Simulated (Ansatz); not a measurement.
Basis sets compared for [AlH4]- (AlH₄⁻). Total charge -1; singlet. Geometry r2SCAN-D4/def2-TZVPD. Ansatz on 4 threads of Arm Neoverse V1 on a shared host; times are rough, and most runs start from earlier orbitals.

```csv
atom,x (Å),y (Å),z (Å)
Al1,0.000,0.000,0.001
H2,-1.032,1.279,-0.044
H3,0.664,-0.220,-1.488
H4,-0.824,-1.354,0.437
H5,1.193,0.294,1.095
```

```
            level  functions  energy (Eh)  HOMO (eV)  LUMO (eV)  wall time
 PBE-D4/def2-SVPD         56    -244.6123      -1.05       3.87     0.25 s
PBE0-D4/def2-SVPD         56    -244.6434      -2.27       4.26     0.25 s
```

(1) Estimate the rows for PBE-D4/def2-TZVPD (with forces), PBE0-D4/def2-TZVPD.

Results:

(1) 
```
                          level  functions  energy (Eh)  HOMO (eV)  LUMO (eV)  wall time
PBE-D4/def2-TZVPD (with forces)         79    -244.7003      -1.12       3.65      0.4 s
             PBE0-D4/def2-TZVPD         79    -244.7293      -2.33       4.02     0.45 s
```
